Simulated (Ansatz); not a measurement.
This geometry of AlClFH$_{3}$ (6 atoms, charge 0, multiplicity 1) is a first-order saddle point.

Computed with RKS PBE-D4/def2-SVPD in Ansatz.

```xyz
6
Properties=species:S:1:pos:R:3
Al -0.454 0.344 -0.407
F -0.574 -0.691 1.109
H -0.930 -0.454 -1.690
H -0.604 1.886 -0.078
H 0.725 -0.766 0.963
Cl 1.836 -0.319 0.104
```

Question: Which two structures does it join? (They come from a converged band through this point; their orientation in space is the band's.)

Answer: Bonds broken: H5–Cl6. Bonds formed: F2–H5.

Image 0:

```xyz
6
Properties=species:S:1:pos:R:3
Al -0.615 0.337 -0.362
F -0.782 -0.633 1.079
H -0.920 -0.424 -1.722
H -0.598 1.905 -0.117
H 1.032 -0.845 1.007
Cl 1.883 -0.341 0.115
```

Image 8:

```xyz
6
Properties=species:S:1:pos:R:3
Al -0.256 0.399 -0.525
F -0.503 -0.744 1.180
H -0.951 -0.462 -1.659
H -0.627 1.865 -0.053
H 0.475 -0.878 1.175
Cl 1.863 -0.179 -0.117
```

Question: How far does it lie above each of them?

Answer: 0.019 eV above the first and 0.123 eV above the second. This is the barrier of this one path; another mechanism may lie lower. The orbitals stay closed-shell, which can raise the energy where a bond breaks towards radicals; this wasn't checked here.

Run time: 53 s on 2 threads of Arm Neoverse V2, with other jobs on the host, peak memory 0.15 GiB.
